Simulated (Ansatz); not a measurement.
Consider the ligand exchange at a B–C bond: `CBC` + H–F → `CBF` + CH₄.

Isolated molecules relaxed with PBE0-D4/def2-TZVP in Ansatz; ΔE leaves out vibrations. CCSD(T)/CBS is the MP2 limit (def2-TZVPP, def2-QZVPP) plus CCSD(T) − MP2 in def2-TZVPP, frozen cores. This one scheme is used for every species. DFT in def2-TZVPP. B3LYP here is the variant with VWN-RPA as its local correlation; programs differ in this.

```csv
level,ΔE (kJ/mol),difference from CCSD(T)/CBS
B3LYP-D4,-157.7,-10.0
r2SCANh-D4,-155.4,-7.7
BHLYP-D4,-160.0,-12.3
PBE-QIDH,-150.2,-2.5
RPA@PBE/def2-TZVPP,-154.1,-6.4
HF/def2-SVP,-178.4,-30.7
CCSD/def2-SVP,-174.2,-26.5
HF/def2-TZVPP,-169.2,-21.5
MP2/def2-QZVPP,-147.7,0.0
HF/CBS(def2),-169.0,-21.3
CCSD(T)/CBS,-147.7,0
```

Largest T1 diagnostic among the species: 0.012.

At CCSD(T), def2-SVP lies −27.0 kJ/mol from the extrapolated value and def2-TZVPP −4.7 kJ/mol. Leaving LDA and LC-ωPBE aside and taking each functional with its dispersion term where it has one, the values, not all of them listed here, spread over 16.2 kJ/mol, from CAM-B3LYP-D4 to revPBE-D4. In def2-TZVPP, CCSD(T) changes the Hartree–Fock value by +16.7 kJ/mol (the triples alone add +0.9 kJ/mol) and MP2 by +18.7 kJ/mol.
